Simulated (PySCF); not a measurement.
All values below come from PySCF with ωB97X-D3(BJ)/def2-TZVP // B3LYP-D3(BJ)/def2-TZVP. Isolated molecules, 0 K electronic values unless said otherwise. One relaxed conformer stands for a flexible species; it need not be the lowest. 

Reference species (SMILES): `C#C` (neutral, multiplicity 1).

```
Item                        Value
----------------------  ---------
HOMO                    -10.96 eV
HOMO–LUMO gap            14.05 eV
S1 oscillator strength      0.000
```

Changed species: `C#CB(O)O` (X = borono; the reference has X = H).

### Question
Give the shifts of the HOMO, HOMO–LUMO gap and S1 oscillator strength.

### Answer
the HOMO increases by 0.13 eV, to -10.83 eV; the HOMO–LUMO gap drops by 1.55 eV, to 12.50 eV; the S1 oscillator strength stays essentially unchanged.
